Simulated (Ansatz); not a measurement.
F2, singlet: energies of several shapes or isomers

Program: Ansatz, Gaussian basis, development build. Basis cc-pVTZ, nonrelativistic, 2 orbitals frozen in the corrections; active space CAS(10,6). Restricted Hartree–Fock, then the lowest state-specific CASSCF solution met for each case. Single-reference values can break down or jump between states where bonds are stretched. Unlike active orbitals can shift such differences by tenths of an eV, at times by over 1 eV. The orbital stability of a CASSCF solution shown is undecided.

Case A: bond length 5.6480 Å. A bond is stretched, to 4.95 times the sum of the covalent radii.

Case B: bond length 4.2360 Å. A bond is stretched, to 3.72 times the sum of the covalent radii.

Energy less that of case A, in eV:

```csv
case,RHF/ROHF
B,-0.487
```

**Question.** Give the SC-NEVPT2 energies against case A.

**Answer.** B: -0.001 eV (0.0 kcal/mol).
